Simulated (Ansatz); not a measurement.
# Energy differences in C₄H₄

Program: Ansatz, Gaussian basis, development build. Basis cc-pVTZ, nonrelativistic, 4 orbitals frozen in the corrections; active space CAS(6,6). Restricted Hartree–Fock, then the lowest state-specific CASSCF solution met for each case. Single-reference values can break down or jump between states where bonds are stretched. Unlike active orbitals can shift such differences by tenths of an eV, at times by over 1 eV.

Case A, singlet:

```xyz
8

C     0.0000   -1.9593    0.0000
C     0.0000   -0.6372    0.0000
C     0.0000    0.6372    0.0000
C     0.0000    1.9593    0.0000
H     0.0000   -2.5274    0.9264
H     0.0000   -2.5274   -0.9264
H     0.0000    2.5274   -0.9264
H     0.0000    2.5274    0.9264
```

Case B, triplet:

```xyz
8

C     0.0000   -1.4930   -0.8153
C     0.0000   -0.1504   -0.8008
C     0.0000    0.6229    0.3984
C     0.0000    1.3216    1.4004
H     0.0000   -2.0708    0.1026
H     0.0000   -2.0382   -1.7523
H     0.0000    0.3990   -1.7400
H     0.0000    1.9034    2.2938
```

Case C, singlet:

```xyz
8

C     0.0000   -1.4930   -0.8153
C     0.0000   -0.1504   -0.8008
C     0.0000    0.6229    0.3984
C     0.0000    1.3216    1.4004
H     0.0000   -2.0708    0.1026
H     0.0000   -2.0382   -1.7523
H     0.0000    0.3990   -1.7400
H     0.0000    1.9034    2.2938
```

Energy less that of case A, in eV:

```json
{"case": "B", "RHF/ROHF": "+2.714", "CASSCF": "+3.113"}
{"case": "C", "RHF/ROHF": "-0.450", "CASSCF": "-0.651"}
```

Question: Give the SC-NEVPT2 energies against case A.

Answer: B: +3.475 eV (80.1 kcal/mol); C: -0.278 eV (-6.4 kcal/mol).

Question: Which case is lowest, and do the methods agree?

Answer: C is lowest in SC-NEVPT2. Of the methods shown, RHF/ROHF, CASSCF agree.
